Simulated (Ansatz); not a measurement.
## H3OSi (charge -1), SMILES [O-][SiH3]: an active-space calculation, step by step

Program: the Python package of Ansatz (0.2.0).

Interactive session:
```pycon
>>> import ansatz as az
>>> GEOMETRY = """
... O    -1.44417    0.27139    0.70010
... Si   -0.08270    0.01560    0.03980
... H    -0.10444   -0.24742   -1.45260
... H     0.69783   -1.17461    0.56142
... H     0.93348    1.13504    0.15128
... """
>>> mol = az.Crystal.molecule()
>>> for line in GEOMETRY.strip().splitlines():
...     symbol, *xyz = line.split()
...     mol = mol.atom(symbol, [float(v) for v in xyz])
...
>>> model = (
...     mol.calculation()
...     .basis(gaussian="def2-SVP")
...     .charge(-1)
...     .correlation(active_electrons=2, active_orbitals=2)
... )
>>> for method in [None]:
...     rep = (model if method is None else model.correlation(method)).run().report
...     space = rep["configurations"]
...     state = space["states"][0]
...     print(method or "casscf", f"total {rep['free_energy_ev'] / 27.211386246:.6f} Ha, active-space state {state['energy']['hartree']:.6f} Ha, mean field {rep['reference_energy_ev'] / 27.211386246:.6f} Ha")
...     print("  determinants", state["n_determinants"], " natural occupations", [round(n, 3) for n in space["natural_occupations"]])
...
casscf total -365.412243 Ha, active-space state -365.412243 Ha, mean field -365.395772 Ha
  determinants 4  natural occupations [1.983, 0.017]
```

Caveats:
- Total energies depend on the basis set; only differences at equal settings carry meaning.
- The geometry is a force-field or estimated start, not a minimum of this method, and the basis set is short of its limit. The active space starts as a window about the frontier orbitals and is then optimised, not chosen by chemistry.
- Anions want diffuse functions, which this basis lacks.
- Hardware and time: 2.4 s on 1 thread of Arm Neoverse V1, on a shared host, peak memory 0.14 GiB.
